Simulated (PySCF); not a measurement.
SMILES C(O)SC (C2H6OS) (CAM-B3LYP/def2-SVP optimised geometry):

```
10

C      1.468     0.266    -1.579
S      1.193    -0.577     0.000
C     -0.624    -0.577     0.000
O     -1.193     0.695     0.000
H      0.819     1.149    -1.639
H      2.518     0.586    -1.612
H      1.270    -0.400    -2.432
H     -0.905    -1.181     0.883
H     -0.996    -1.094    -0.897
H     -0.830     1.181     0.753
```

Method: PySCF 2.14.0 with CAM-B3LYP/def2-TZVP.

Q: What are the frontier orbital energies and the dipole moment?

A: HOMO-2 -10.34 eV, HOMO-1 -9.57 eV, HOMO -7.99 eV, LUMO 1.80 eV, LUMO+1 1.94 eV; dipole moment 0.28 D.

On the same geometry PBE/def2-TZVP run with PySCF gives HOMO-2 -7.53 eV, HOMO-1 -6.62 eV, HOMO -5.39 eV, LUMO -0.14 eV, LUMO+1 0.24 eV; dipole moment 0.34 D.

Meta-Löwdin charges at CAM-B3LYP/def2-TZVP: C1 -0.40, S2 0.03, C3 -0.05, O4 -0.53, H5 0.13, H6 0.13, H7 0.12, H8 0.11, H9 0.12, H10 0.34.
